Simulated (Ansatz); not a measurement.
How the elastic constant C13 of tetradymite Bi2Se3 moves with the method

No measured value is used here.

### Question
Put these levels in order of the elastic constant C13 that they give for tetradymite Bi2Se3, smallest first: PBE (Ansatz, a first-principles code), PBE-D3(BJ) (Ansatz), r²SCAN+rVV10 (Ansatz).

### Answer
PBE (2.94 GPa), r²SCAN+rVV10 (19.7 GPa), PBE-D3(BJ) (24.3 GPa)

Unless a cell is named, each level is at its own relaxed cell (PBE 31.88, PBE-D3(BJ) 28.22, r²SCAN+rVV10 29.04 Å³/atom).

Density-functional levels without +SOC have no spin–orbit coupling. PBE-D3(BJ): the dispersion coefficients are held fixed in the derivatives. PBE: the cell comes from a level without a dispersion term, which matters for the spacing of layers, chains or molecules. Each level is taken at its own relaxed cell. Cutoffs differ between the levels. Ansatz's density-functional and Hartree–Fock values are scalar-relativistic unless marked +SOC, with PAW data made under PBE.
